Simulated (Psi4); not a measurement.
# SiH2SF (SMILES F[SiH]S) at UMP2/def2-TZVP

What is the energy change on altering one bond length of SiH2SF at UMP2/def2-TZVP? 

Program for the calculation: Psi4 1.11.

2 further runs of the same task are left out: 2 set aside as unsound or not needed.

### Step 1. The system as given

SiH2SF: 5 atoms, total charge 0, spin state doublet. As SMILES, `F[SiH]S`. Geometry: relaxed at PBE0-D4/def2-TZVP. This is one conformer, not always the lowest.

Bond lengths: F1–Si2 1.603 Å, Si2–S3 2.122 Å, Si2–H4 1.489 Å, S3–H5 1.344 Å. Angles: F1–Si2–S3 112.5°, F1–Si2–H4 107.6°, S3–Si2–H4 105.3°, Si2–S3–H5 95.0°.

### Step 2. A single-point energy at UMP2/def2-TZVP

Contents of calc.dat:

```
memory 1600 mb

molecule {
  0 2
  F     -1.242300    -0.527200     1.134200
  Si    -0.629400    -0.168000    -0.303300
  S      1.400700     0.438500    -0.191800
  H     -0.621800    -1.416500    -1.115500
  H      1.142700     1.599500     0.435000
  symmetry c1
  no_reorient
  no_com
}

set basis def2-TZVP
set reference uhf
set puream true
set e_convergence 1e-09
set d_convergence 1e-08
set scf_type pk
set num_frozen_docc 11
set mp2_type conv
set maxiter 200

energy('mp2')
print_variables()
```

Command:

```console
psi4 -i calc.dat -o calc.out -n 1
```

calc.out:

```text
[...]
  Running in c1 symmetry.
[...]
  Nuclear repulsion =  142.484404698713689
[...]
  Multiplicity = 2
[...]
  Nalpha       = 21
  Nbeta        = 20
[...]
    Number of basis functions: 117
[...]
   @UHF iter   1:  -787.11822354949356   -6.00379e-01   3.42429e-03 DIIS/ADIIS
[...]
   @UHF iter  14:  -787.18998898948405   -1.48930e-11   9.91277e-09 DIIS
[...]
   @S^2 Observed:                7.559985723E-01
[...]
    Orbital Energies [Eh]
    ---------------------
    Alpha Occupied:
       1A    -91.965516     2A    -68.847563     3A    -26.294515
       4A     -8.972073     5A     -6.654560     6A     -6.652778
       7A     -6.651694     8A     -6.191419     9A     -4.302684
      10A     -4.294831    11A     -4.294116    12A     -1.596871
      13A     -0.991254    14A     -0.772085    15A     -0.682482
      16A     -0.673590    17A     -0.633851    18A     -0.546091
      19A     -0.485107    20A     -0.413478    21A     -0.350481
    Alpha Virtual:
      22A      0.114390    23A      0.119822    24A      0.144935
      25A      0.182391    26A      0.254645    27A      0.259349
[...]
  @UHF Final Energy:  -787.18998898948405
   => Energetics <=
    Nuclear Repulsion Energy =            142.4844046987136892
    One-Electron Energy =               -1375.3569256375831174
    Two-Electron Energy =                 445.6825319493853499
    Total Energy =                       -787.1899889894841635
  UHF NO Occupations:
  HONO-2 :   19  A 1.9995731
  HONO-1 :   20  A 1.9977450
[...]
 Multipole Moments:
 ------------------------------------------------------------------------------------
     Multipole            Electronic (a.u.)      Nuclear  (a.u.)        Total (a.u.)
 ------------------------------------------------------------------------------------
 L = 1.  Multiply by 2.5417464519 to convert [e a0] to [Debye]
 Dipole X            :         -5.6187978            5.5554169           -0.0633809
 Dipole Y            :          0.1713687            0.1931300            0.3644987
 Dipole Z            :         -4.4984323            4.1806411           -0.3177912
 Magnitude           :                                                    0.4877168
[...]
	SCS-MP2 Total Energy (a.u.)        :  -787.69915461794005
	SOS-MP2 Total Energy (a.u.)        :  -787.65696519007167
	SCSN-MP2 Total Energy (a.u.)       :  -787.41274916862892
[...]
	SOS-PI-MP2 Total Energy (a.u.)     :  -787.73479455683628
[...]
	MP2 Total Energy (a.u.)            :  -787.70570410691209
[...]
```

Wall time 13 s (1 thread of AMD EPYC 7R43 (Zen 3), shared host); peak memory 0.94 GiB.

### Step 3. The distorted shape

Contents of calc.inp:

```
memory 1.6 GB

molecule mol {
  0 2
  F     -1.113295    -1.107723     0.820787
  Si    -0.500395    -0.748523    -0.616713
  S      1.529705    -0.142023    -0.505213
  H     -0.492795    -1.997023    -1.428913
  H      1.142700     1.599500     0.435000
  symmetry c1
}

set {
  basis           def2-TZVP
  reference       uhf
  puream          true
  e_convergence   1e-09
  d_convergence   1e-08
  scf_type        pk
  num_frozen_docc 11
  mp2_type        conv
  maxiter         200
}

energy("mp2")
```

Command:

```console
psi4 -n 1 calc.inp calc.out
```

calc.out:

```text
[...]
  Running in c1 symmetry.
[...]
  Nuclear repulsion =  139.843026039752374
[...]
  Multiplicity = 2
[...]
  Nalpha       = 21
  Nbeta        = 20
[...]
    Number of basis functions: 117
[...]
   @UHF iter   1:  -786.99534862728183   -7.83562e-01   3.56995e-03 ADIIS/DIIS
[...]
   @UHF iter  20:  -787.09391729049037   -2.08047e-11   9.83032e-09 DIIS
[...]
   @S^2 Observed:                7.587268968E-01
[...]
    Orbital Energies [Eh]
    ---------------------
    Alpha Occupied:
       1A    -91.996744     2A    -68.848676     3A    -26.294101
       4A     -8.997102     5A     -6.678907     6A     -6.677516
       7A     -6.675927     8A     -6.192382     9A     -4.303644
      10A     -4.295789    11A     -4.295049    12A     -1.596309
      13A     -0.955793    14A     -0.767246    15A     -0.680875
      16A     -0.673017    17A     -0.618634    18A     -0.485838
      19A     -0.459161    20A     -0.414935    21A     -0.347151
    Alpha Virtual:
      22A     -0.000791    23A      0.119218    24A      0.136079
      25A      0.180042    26A      0.253967    27A      0.274359
[...]
  @UHF Final Energy:  -787.09391729049037
   => Energetics <=
    Nuclear Repulsion Energy =            139.8430260397523739
    One-Electron Energy =               -1369.9113183679799022
    Two-Electron Energy =                 442.9743750377371043
    Total Energy =                       -787.0939172904903671
  UHF NO Occupations:
  HONO-2 :   19  A 1.9989062
  HONO-1 :   20  A 1.9973047
[...]
 Multipole Moments:
 ------------------------------------------------------------------------------------
     Multipole            Electronic (a.u.)      Nuclear  (a.u.)        Total (a.u.)
 ------------------------------------------------------------------------------------
 L = 1.  Multiply by 2.5417464519 to convert [e a0] to [Debye]
 Dipole X            :         -1.5976571            1.5145429           -0.0831142
 Dipole Y            :         -0.8964736            1.2201394            0.3236657
 Dipole Z            :          1.1671269           -1.5051495           -0.3380226
 Magnitude           :                                                    0.4753175
[...]
	SCS-MP2 Total Energy (a.u.)        :  -787.61520278756757
	SOS-MP2 Total Energy (a.u.)        :  -787.57293193659257
	SCSN-MP2 Total Energy (a.u.)       :  -787.31710738363824
[...]
	SOS-PI-MP2 Total Energy (a.u.)     :  -787.65276771094295
[...]
	MP2 Total Energy (a.u.)            :  -787.61990871516707
[...]
```

Wall time 14 s (1 thread of AMD EPYC 7R43 (Zen 3), shared host); peak memory 0.94 GiB.

### Step 4. What came out

Level: UMP2/def2-TZVP, 11 core orbitals frozen.

| quantity | value |
| --- | --- |
| first shape: total energy | -787.70570 Eh |
| first shape: HOMO energy (Hartree–Fock orbitals) (highest over α and β) | -9.54 eV |
| first shape: LUMO energy (Hartree–Fock orbitals) (lowest over α and β) | 1.01 eV |
| first shape: correlation energy (11 core orbitals frozen) | -515.7 mEh |
| first shape: ⟨S²⟩ of the reference determinant | 0.756 |
| distorted shape: total energy | -787.61991 Eh |
| distorted shape: HOMO energy (Hartree–Fock orbitals) (highest over α and β) | -9.45 eV |
| distorted shape: LUMO energy (Hartree–Fock orbitals) (lowest over α and β) | -0.11 eV |
| distorted shape: correlation energy (11 core orbitals frozen) | -526.0 mEh |
| distorted shape: ⟨S²⟩ of the reference determinant | 0.759 |
| energy change with the S3–H5 bond stretched from 1.344 to 2.017 Å | 2.335 eV |

With the S3–H5 bond stretched from 1.344 to 2.017 Å the energy rises by 2.33 eV (225 kJ/mol). The first shape isn't relaxed at this level, so the change isn't measured from a minimum.
